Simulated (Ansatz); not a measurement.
Ideal-gas functions of `O=P(O)(O)O` at 500 K and 1 bar, from an Ansatz frequency run at PBE0-D4/def2-TZVP.

Molar mass 97.99 g/mol, point group C3 (symmetry number 3), electronic degeneracy 1, moments of inertia 110.87, 111.688, 111.714 u Å². Harmonic wavenumbers (cm⁻¹, unscaled): 167, 169, 313, 381, 381, 459, 465, 465, 864, 943, 943, 1035, 1053, 1054, 1346, 3868, 3868, 3871.

Use S(trans) = R[1.5 ln M + 2.5 ln T − 1.1517]; rotational temperatures θ = 24.2544 K / I; S(rot) = R[ln(√π/σ · √(T³/θAθBθC)) + 1.5]; for each mode x = 1.438777 ν̃/T, S = R[x/(eˣ − 1) − ln(1 − e⁻ˣ)] and H = RT x/(eˣ − 1); 1 cm⁻¹ = 0.0119627 kJ/mol; R = 8.31446 J/(mol·K).

Problem. By hand: the entropy, in J/(mol·K).

Solution. Translation 176.8. Rotation: θ = 0.2188, 0.2172, 0.2171 K, giving 104.6. Vibration, mode by mode: 14.49, 14.39, 9.46, 7.95, 7.95, 6.58, 6.49, 6.49, 2.60, 2.17, 2.17, 1.76, 1.69, 1.69, 0.86, 0.00, 0.00, 0.00, in all 86.7. Electronic 0.0. Sum 368.1 J/(mol·K).

Problem. By hand: H − E and G − E in kJ/mol, counted from the electronic energy.

Solution. Zero-point energy ½ × 21645 × 0.0119627 = 129.5; thermal vibration 24.4; translation, rotation and pV give 4 RT = 16.6. H − E = 170.5 kJ/mol, and G − E = 170.5 − 500 × 368.1/1000 = -13.6 kJ/mol.

Vibration gives 24 % of the entropy. The sum counts one conformer and one mirror image; others add a mixing term.
